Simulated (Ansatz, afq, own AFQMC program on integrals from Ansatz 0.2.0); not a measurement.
Two steps: Ansatz 0.2.0 writes the Fock matrix and Cholesky factors of the valence space, and afq projects on them the lowest state that overlaps trial and start.

```yaml
crystal:
  periodic: [false, false, false]
  atoms:
    - {symbol: N, position_ang: [-1.990202, 0.019973, -0.019236]}
    - {symbol: H, position_ang: [-2.287482, 0.987807, -0.019236]}
    - {symbol: H, position_ang: [-2.287481, -0.382326, 0.861023]}
    - {symbol: H, position_ang: [-0.977741, 0.019973, -0.019236]}
    - {symbol: Si, position_ang: [1.136798, 0.019973, -0.019236]}
    - {symbol: H, position_ang: [1.533233, -1.459540, -0.019236]}
basis:
  gaussian: {orbitals: cc-pVTZ}
magnetization: {spin_polarized: true, initial_magnetization: 1}
correlation: {method: ccsd_t, electrons: outside_noble_gas, hamiltonian_folder: ham}
```

```sh
$ ansatz run in.yaml --threads 1 --pin off --events-out ev --progress --plain --max-ram 24576MiB --backend cuda --devices 0, --max-vram 18GiB
```

afq runs on the folder ham with

```
--method phaseless --trial cisd --walkers 600 --populations 10 --least-time 60 --time-step 0.005 --steps-per-block 50 --equilibration-blocks 28 --max-blocks 4000 --target-error 0.00021 --factor-cut 1e-05 --start spin_pure --seed 6595 --release-times 0.24,0.51,0.99,1.62,2.4 --release-step 0.03 --release-every 3 --taylor-order 6
```

Times are imaginary, in 1/Eh. The walk had a cap of 230 s. With eight or more populations the least sampling time is a fifth of least-time, and the error comes from their spread.

afq prints:

```
orbitals 114  electrons 7 6  factors 679 of 685
reference energy -345.64327529 Eh
CCSD correlation -0.35752170 Eh in 21 cycles, weight of the determinant in the CISD state 0.8519
energy of the start -345.997343 Eh
 block  time / (1/Eh)  mean weight  energy / Eh
     1     0.250  0.9999  -345.994763
     2     0.500  0.9996  -345.998486
     3     0.750  1.0004  -346.003865
     4     1.000  0.9992  -346.005379
     5     1.250  1.0001  -346.008616
     8     2.000  1.0005  -346.010545
    13     3.250  1.0013  -346.012307
    25     6.250  1.0009  -346.014714
    37     9.250  0.9994  -346.012078
    49    12.250  1.0000  -346.012013
    61    15.250  1.0002  -346.013066
    73    18.250  0.9997  -346.011940
    85    21.250  1.0013  -346.014680
    97    24.250  1.0004  -346.017071
   101    25.250  0.9993  -346.009317
   109    27.250  0.9995  -346.010552
   121    30.250  1.0003  -346.014456
   133    33.250  0.9995  -346.012904
   145    36.250  0.9999  -346.017554
   157    39.250  1.0003  -346.014264
   169    42.250  1.0006  -346.013134
   181    45.250  1.0000  -346.013657
error from the spread of 10 populations
released: time / (1/Eh)  energy / Eh  error  mean overlap
  0.24  -346.013857  0.000364  0.9983
  0.51  -346.014124  0.000360  0.9935
  0.99  -346.013657  0.000217  1.0039
  1.62  -346.014205  0.000491  0.9942
  2.40  -346.014890  0.000417  0.9661
energy -346.013300 +/- 0.000258 Eh
(rows thinned)
```

The run passed its tests (sampling time, drift between the halves within three errors, error under three times the target), which doesn't prove that it has relaxed, ending at its cap on processor time.

Against this walk (error 7.0 meV) on the same determinant: CCSD(T) 14.2 meV higher. The error is statistical and leaves out the bias of the constraint. None of these is a sure reference here. The released energies are still falling (meV from the phaseless value at times in 1/Eh: -15 ± 10 at 0.24, -22 ± 10 at 0.51, -10 ± 6 at 0.99, -25 ± 13 at 1.62, -43 ± 11 at 2.40), so they give no level; they do show a bias of the constraint, and the last of them that isn't too noisy lies 57 meV below CCSD(T).

Cautions: constraint bias not in the error; error above the target (7.0 against 5.7 meV).

The walk took 3.9 min on 1 × NVIDIA H100 80GB HBM3 with 2 threads of AMD EPYC 7R13 Processor (Zen 3) (shared host) (the card was shared). The log's last line is the phaseless energy.
